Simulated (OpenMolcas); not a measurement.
How methods differ on CH4OSi (SMILES CO[SiH])

CH4OSi has 7 atoms, charge 0, and is taken as a singlet. SMILES: `CO[SiH]`. The coordinates come from a PBE0-D4/def2-TZVP relaxation. This is one conformer, not always the lowest.

```
atom    x (Å)    y (Å)    z (Å)
   C  -0.5124   0.4855  -0.3385
   O  -0.4432  -0.4465   0.7176
  Si   0.7969  -1.3873   1.2299
   H  -1.2964   0.1808  -1.0355
   H   0.4438   0.5475  -0.8687
   H  -0.7693   1.4675   0.0654
   H   1.8417  -0.9156   0.1841
```

Quantity: the energy change with the C1–H5 bond stretched from 1.095 to 1.643 Å, in eV. The values are calculated.

```json
{"level": "SVWN5/aug-cc-pVDZ (restricted)", "kind": "LDA", "program": "OpenMolcas", "value (eV)": "1.72", "CPU time (all runs)": "86 s"}
{"level": "BLYP/aug-cc-pVDZ (restricted)", "kind": "GGA", "program": "OpenMolcas", "value (eV)": "1.70", "CPU time (all runs)": "2.2 min"}
{"level": "PBE/aug-cc-pVDZ (restricted)", "kind": "GGA", "program": "OpenMolcas", "value (eV)": "1.74", "CPU time (all runs)": "2 min"}
{"level": "revPBE/aug-cc-pVDZ (restricted)", "kind": "GGA", "program": "OpenMolcas", "value (eV)": "1.73", "CPU time (all runs)": "2.1 min"}
{"level": "r2SCAN/aug-cc-pVDZ (restricted)", "kind": "meta-GGA", "program": "OpenMolcas", "value (eV)": "1.87", "CPU time (all runs)": "2.9 min"}
{"level": "B3LYP/aug-cc-pVDZ (restricted)", "kind": "global hybrid", "program": "OpenMolcas", "value (eV)": "1.88", "CPU time (all runs)": "2 min"}
{"level": "M06-2X/aug-cc-pVDZ (restricted)", "kind": "hybrid meta-GGA", "program": "OpenMolcas", "value (eV)": "1.99", "CPU time (all runs)": "2.5 min"}
{"level": "PBE0/aug-cc-pVDZ (restricted)", "kind": "global hybrid", "program": "OpenMolcas", "value (eV)": "1.94", "CPU time (all runs)": "1.9 min"}
```

The first shape isn't each level's own minimum. The values span 1.70 to 1.99 eV. CPU times are rough (shared hosts, several kinds of processor and program).
